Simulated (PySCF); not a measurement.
C2H, charge +1, multiplicity 1. Atoms are numbered in the order given.

```xyz
3

C      0.0440    -0.7889     0.0000
C     -0.1025     0.5340     0.0000
H      0.3511     1.5292     0.0000
```
Charge +1, spin multiplicity 1.

The structure is a stationary point at B3LYP-D3(BJ)/def2-TZVPD. The multiplicity is an assumed one; other spin states were not compared. The isomer is the one that the SMILES or the coordinates give; other isomers of the formula were not compared.

Level of theory: ωB97X/def2-TZVPD run with PySCF.

- total energy: -76.12987 hartree
- point group: Cs
- highest occupied level: -20.57 eV
- lowest empty level: -13.02 eV
- orbital gap: 7.55 eV
- dipole moment about the centre of nuclear charge: 0.448 e·Å
- mean static polarisability: 29.7 bohr³ (4.40 Å³)
- polarisability, principal values: 12.6, 28.8, 47.6 bohr³
